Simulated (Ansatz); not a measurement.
Two shapes of singlet C4H5N.

Shape 1:

```xyz
10

N     1.1824    0.0000    0.0000
C     0.3654    1.1245    0.0000
C    -0.9566    0.6950    0.0000
C    -0.9566   -0.6950    0.0000
C     0.3654   -1.1245    0.0000
H     2.1974    0.0000    0.0000
H     0.7022    2.1612    0.0000
H    -1.8384    1.3357    0.0000
H    -1.8384   -1.3357    0.0000
H     0.7022   -2.1612    0.0000
```

Shape 2:

```xyz
10

N     1.1384    0.0254    0.0375
C     0.2944    1.0976   -0.0211
C    -1.0293    0.7102    0.0185
C    -0.9851   -0.7159   -0.0497
C     0.3332   -1.1152    0.0498
H     2.1125   -0.0169    0.0448
H     0.7533    2.1018   -0.0448
H    -1.8509    1.3213   -0.0236
H    -1.8309   -1.4105   -0.0005
H     0.7660   -2.0659    0.0016
```

Basis set: cc-pVDZ (spherical functions). Correlated methods keep 5 orbitals frozen. Charge 0, multiplicity 1.

Computed with Ansatz (development build ahead of 0.2.0); each method stands on the lowest determinant of its kind that the runs found.

Question: Which shape is lower in energy, and by how much in each method?

Answer:

```csv
method,E(2) − E(1) (eV)
RHF,0.111
RHF-MP2,0.208
```

Shape 1 is lower.
